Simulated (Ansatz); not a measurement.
Two isomers of C3H5N: A = `NC1=CC1`, B = `C=C=CN`.

Gas-phase electronic energies from Ansatz, PBE0-D4/def2-TZVP geometries. CBS: MP2 limit from def2 TZ/QZ plus the TZ coupled-cluster correction, frozen cores. Functionals use def2-TZVPP. Each species was taken in one conformer, which may not be the lowest.

Problem. Which is lower in electronic energy at CCSD(T)/CBS, and by how much? (Best estimate.)

Solution. Computed: B, by 64.7 kJ/mol.

Problem. Give E(B) − E(A) in kJ/mol with PBE-D4, CCSD(T)/def2-SVP, ωB97M-V, MP2/def2-TZVPP, CCSD(T)/def2-TZVPP, LDA (SPW92), HF/def2-TZVPP. (Estimate.)

Solution. Computed: PBE-D4 -57.5, CCSD(T)/def2-SVP -56.1, ωB97M-V -59.4, MP2/def2-TZVPP -49.9, CCSD(T)/def2-TZVPP -65.6, LDA (SPW92) -44.4, HF/def2-TZVPP -73.8. None reverses the order clearly.

Problem. Does the order hold for the free energy at 298.15 K (harmonic terms from PBE0-D4)? (Best estimate.)

Solution. Ansatz gave: Yes: G(B) − G(A) = -66.9 kJ/mol, for one conformer each.

Largest T1 diagnostic: 0.012.

From BLYP to BHLYP (50 % exact exchange), in def2-TZVPP and without D4, E(B) − E(A) moves by +13.8 kJ/mol. In def2-TZVPP, CCSD(T) changes the Hartree–Fock value by +8.2 kJ/mol (the triples alone add −0.7 kJ/mol) and MP2 by +23.9 kJ/mol.
